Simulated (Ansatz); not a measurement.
**C3H10Si: basis-set convergence**

How large a basis does C3H10Si need? Two functionals are run in growing sets.

Method: one geometry, several basis sets; program: Ansatz 0.2.0, Gaussian basis.

The runs, in order: PBE0-D4/def2-SVP; ωB97M-V/def2-SVP; PBE0-D4/def2-QZVPP; ωB97M-V/def2-QZVPP; the functionals' def2-TZVPP values are taken from earlier runs.

## (1) The geometry

An earlier PBE0-D4 in a triple-zeta def2 set relaxation fixed the geometry.

SMILES `CC[SiH2]C`, 14 atoms, charge 0, spin multiplicity 1.

Atoms are counted from 1 here; the program's logs count them from 0.

Bond lengths: C1–C2 1.526 Å, C1–H5 1.093 Å, C1–H6 1.093 Å, C1–H7 1.093 Å, C2–Si3 1.878 Å, C2–H8 1.096 Å, C2–H9 1.095 Å, Si3–C4 1.873 Å, Si3–H10 1.493 Å, Si3–H11 1.492 Å, C4–H12 1.093 Å, C4–H13 1.092 Å, C4–H14 1.093 Å. Angles: C2–C1–H5 111.6°, C2–C1–H6 111.7°, C2–C1–H7 111.4°, H5–C1–H6 107.3°, H5–C1–H7 107.3°, H6–C1–H7 107.4°, C1–C2–Si3 113.9°, C1–C2–H8 110.3°, C1–C2–H9 110.3°, Si3–C2–H8 108.2°, Si3–C2–H9 107.9°, H8–C2–H9 105.8°, C2–Si3–C4 111.8°, C2–Si3–H10 109.1°, C2–Si3–H11 109.4°, C4–Si3–H10 109.3°, C4–Si3–H11 109.5°, H10–Si3–H11 107.6° and more.

## (2) PBE0-D4 in def2-SVP

Input file in.yaml:

```yaml
crystal:
  periodic: [false, false, false]
  atoms:
    - {symbol: C, position_ang: [-1.083164, 1.456780, -0.037112]}
    - {symbol: C, position_ang: [-0.325454, 0.640037, 1.005829]}
    - {symbol: Si, position_ang: [1.058203, -0.410032, 0.291109]}
    - {symbol: C, position_ang: [0.417566, -1.645520, -0.962146]}
    - {symbol: H, position_ang: [-1.565828, 0.813730, -0.777724]}
    - {symbol: H, position_ang: [-1.865044, 2.069581, 0.418996]}
    - {symbol: H, position_ang: [-0.413531, 2.130226, -0.579023]}
    - {symbol: H, position_ang: [-1.013428, -0.020545, 1.545880]}
    - {symbol: H, position_ang: [0.110133, 1.301257, 1.762904]}
    - {symbol: H, position_ang: [2.059218, 0.482509, -0.364258]}
    - {symbol: H, position_ang: [1.752926, -1.133901, 1.394897]}
    - {symbol: H, position_ang: [-0.315321, -2.317191, -0.507819]}
    - {symbol: H, position_ang: [1.232528, -2.255566, -1.358383]}
    - {symbol: H, position_ang: [-0.061803, -1.140666, -1.804253]}
basis:
  gaussian: {orbitals: def2-SVP}
hamiltonian: {xc: pbe0, dispersion: d4}
output: {orbitals: {seedname: orbitals}}
```

The run is started by

```console
> ansatz run in.yaml --threads 4 --pin off --events-out ev --progress --plain --max-ram 10444MiB
```

The runs that follow: ωB97M-V in def2-SVP; PBE0-D4 in def2-QZVPP; ωB97M-V in def2-QZVPP.

Q: Predict the results of all the runs planned. Wanted: PBE0-D4: double and triple zeta above quadruple; ωB97M-V: double and triple zeta above quadruple.

The runs gave:

| quantity | value |
| --- | --- |
| PBE0-D4: double and triple zeta above quadruple | 6.82, 0.46 eV |
| ωB97M-V: double and triple zeta above quadruple | 7.10, 0.44 eV |

**Reading.** For PBE0-D4 the step from double to triple zeta gains 6.35 eV and the next only 0.46 eV. Total energies overstate the basis error of differences, where much of it tends to cancel. The LUMO of ωB97M-V is positive and keeps falling with the basis (3.15 to 1.71 eV): an unbound level that the basis holds in place.
